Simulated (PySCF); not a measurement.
This PySCF input (HF/6-31G**) gives -40.20158 Eh with 34 basis functions.

```python
import numpy as np, basis_set_exchange as bse
from pyscf import gto, scf, dft, df

basis = {'C': gto.basis.parse(bse.get_basis('6-31G**', elements=['C'], fmt='nwchem')), 'H': gto.basis.parse(bse.get_basis('6-31G**', elements=['H'], fmt='nwchem'))}
mol = gto.M(
    atom='''
    C    -0.00000000    0.00000000   -0.00000000
    H     0.62054657    0.62688914    0.63896175
    H    -0.64285838   -0.62489528    0.61852983
    H     0.63693263   -0.63278043   -0.61664082
    H    -0.61462083    0.63078657   -0.64085076
    ''',
    basis=basis,
    charge=0,
    verbose=4,
    max_memory=8640,
)
mf = scf.RHF(mol)
mf = mf.density_fit(auxbasis=df.autoaux(mol))
mf.conv_tol = 1e-9
mf.max_cycle = 100
print('smallest overlap eigenvalue', np.linalg.eigvalsh(mol.intor('int1e_ovlp'))[0])
mf.kernel()
dip = mf.dip_moment()
```

Change:
```diff
- basis = {'C': gto.basis.parse(bse.get_basis('6-31G**', elements=['C'], fmt='nwchem')), 'H': gto.basis.parse(bse.get_basis('6-31G**', elements=['H'], fmt='nwchem'))}
+ basis = {'C': gto.basis.parse(bse.get_basis('def2-TZVP', elements=['C'], fmt='nwchem')), 'H': gto.basis.parse(bse.get_basis('def2-TZVP', elements=['H'], fmt='nwchem'))}
```

**Question.** What does the run give now?

**Answer.** -40.21299 Eh (HF/def2-TZVP, 55 functions), a change of -11.41 mEh.
